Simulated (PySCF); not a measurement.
# CCSDT(Q)/STO-3G run of [AlH4]− (SMILES [H][Al-]([H])([H])[H])

Aim: the energy change on altering one bond length of [AlH4]− at CCSDT(Q)/STO-3G, from 2 runs. The job is set up through a Python script.

Program for the calculation: PySCF 2.14.0.

12 further runs of the same task are left out: 1 that didn't finish, 11 set aside as unsound or not needed.

**1. The molecule**

The species is [AlH4]− (5 atoms), meant as a singlet with charge -1. SMILES: `[H][Al-]([H])([H])[H]`. Geometry: a GFN2-xTB relaxation, a rough one for these elements and not checked as a minimum.

Bond lengths: Al1–H2 1.627 Å, Al1–H3 1.628 Å, Al1–H4 1.628 Å, Al1–H5 1.628 Å. Angles: H2–Al1–H3 109.3°, H2–Al1–H4 109.4°, H2–Al1–H5 109.6°, H3–Al1–H4 109.3°, H3–Al1–H5 109.5°, H4–Al1–H5 109.6°.

**2. A single-point energy at CCSDT(Q)/STO-3G**

calc.py reads:

```python
from pyscf import gto, cc

mol = gto.M(
    atom='''
Al      -0.001450      -0.001080      -0.000010
H        0.012860      -0.019320       1.627070
H        1.530040       0.013000      -0.552880
H       -0.773910       1.334120      -0.520140
H       -0.767540      -1.326720      -0.554050
''',
    verbose=3,
    max_memory=1860,
    basis='sto-3g',
    charge=-1,
)

myscf = mol.RHF()
myscf.conv_tol = 1e-10
myscf.kernel()
if not myscf.converged:
    myscf = myscf.newton().run(myscf.mo_coeff, myscf.mo_occ)

mycc = cc.CCSDT(myscf, frozen=5)
mycc.kernel()
e_bracket, e_q = mycc.ccsdt_q()
e_final = mycc.e_tot + e_q
print('Final energy', e_final)
```

On the command line:

```
$ OMP_NUM_THREADS=1 python calc.py
```

The log of the run:

```text
converged SCF energy = -241.147083913202
_make_eris_incore_RCCSDT

WARN: A large `blksize` is being used, which may cause large memory consumption
      for storing contraction intermediates. If memory is sufficient, consider using
      `pyscf.cc.rccsdt_highm.RCCSDT` instead.

WARN: A large `blksize_oovv` is being used, which may cause large memory consumption
      for storing contraction intermediates. If memory is sufficient, consider using
      `pyscf.cc.rccsdt_highm.RCCSDT` instead.

WARN: A large `blksize_oooo` is being used, which may cause large memory consumption
      for storing contraction intermediates. If memory is sufficient, consider using
      `pyscf.cc.rccsdt_highm.RCCSDT` instead.

RCCSDT converged
E(RCCSDT) = -241.2073902529226   E_corr = -0.06030633972074928
E_corr(same-spin) = -0.000507780219640881
E_corr(oppo-spin) = -0.0597985595011084
_make_eris_incore_RCCSDT
Final energy -241.20736071147005
```

It took 0.68 s on 1 thread of Arm Neoverse V2, shared host; peak memory 0.12 GiB.

**3. The distorted shape**

calc.py reads:

```python
from pyscf import gto, cc

mol = gto.M(
    atom='''
Al    -1.226623    -0.012344     0.442279
H     -1.212313    -0.030584     2.069359
H      1.530040     0.013000    -0.552880
H     -1.999083     1.322856    -0.077851
H     -1.992713    -1.337984    -0.111761
''',
    max_memory=1860,
    verbose=3,
    spin=0,
    charge=-1,
    basis='sto-3g',
)

myscf = mol.RHF()
myscf.conv_tol = 1e-10
myscf.kernel()
if not myscf.converged:
    myscf = myscf.newton().run(myscf.mo_coeff, myscf.mo_occ)

mycc = cc.CCSDT(myscf, frozen=5)
mycc.kernel()
e_bracket, e_q = mycc.ccsdt_q()
e_final = mycc.e_tot + e_q
print('E(%s) = %.9f' % ('CCSDT(Q)', e_final))
```

On the command line:

```
$ OMP_NUM_THREADS=1 python calc.py
```

The log of the run:

```text
converged SCF energy = -240.937238482987
_make_eris_incore_RCCSDT

WARN: A large `blksize` is being used, which may cause large memory consumption
      for storing contraction intermediates. If memory is sufficient, consider using
      `pyscf.cc.rccsdt_highm.RCCSDT` instead.

WARN: A large `blksize_oovv` is being used, which may cause large memory consumption
      for storing contraction intermediates. If memory is sufficient, consider using
      `pyscf.cc.rccsdt_highm.RCCSDT` instead.

WARN: A large `blksize_oooo` is being used, which may cause large memory consumption
      for storing contraction intermediates. If memory is sufficient, consider using
      `pyscf.cc.rccsdt_highm.RCCSDT` instead.

RCCSDT converged
E(RCCSDT) = -241.0244907104108   E_corr = -0.08725222742359232
E_corr(same-spin) = -0.00124679205199348
E_corr(oppo-spin) = -0.0860054353715988
_make_eris_incore_RCCSDT
E(CCSDT(Q)) = -241.024051026
```

It took 0.72 s on 1 thread of Arm Neoverse V2, shared host; peak memory 0.12 GiB.

**4. What came out**

At CCSDT(Q)/STO-3G, 5 core orbitals frozen:

| quantity | value |
| --- | --- |
| first shape: total energy | -241.20736 Eh |
| first shape: HOMO energy (Hartree–Fock orbitals) | -1.38 eV |
| first shape: LUMO energy (Hartree–Fock orbitals) | 22.03 eV |
| first shape: HOMO–LUMO gap (to an unbound level, set by the basis) | 23.41 eV |
| first shape: correlation energy (5 core orbitals frozen) | -60.3 mEh |
| first shape: T1 diagnostic | 0.008 |
| distorted shape: total energy | -241.02405 Eh |
| distorted shape: HOMO energy (Hartree–Fock orbitals) | 3.55 eV |
| distorted shape: LUMO energy (Hartree–Fock orbitals) | 13.00 eV |
| distorted shape: HOMO–LUMO gap (to an unbound level, set by the basis) | 9.45 eV |
| distorted shape: correlation energy (5 core orbitals frozen) | -86.8 mEh |
| distorted shape: T1 diagnostic | 0.072 |
| energy change with the Al1–H3 bond stretched from 1.628 to 2.931 Å | 4.988 eV |

What this shows: With the Al1–H3 bond stretched from 1.628 to 2.931 Å the energy rises by 4.99 eV (481 kJ/mol). The first shape isn't relaxed at this level, so the change isn't measured from a minimum. The minimal basis adds a large error of its own. Mulliken charges (first shape) of the mean-field density run from -0.42 on H3 to +0.68 on Al1. The T1 diagnostic (distorted shape) of 0.072 is above the customary mark for such species, so a single reference may not serve. The HOMO (distorted shape) lies at positive energy, 3.55 eV: the electron is unbound at this level or held by a compact basis; values depend on the basis.
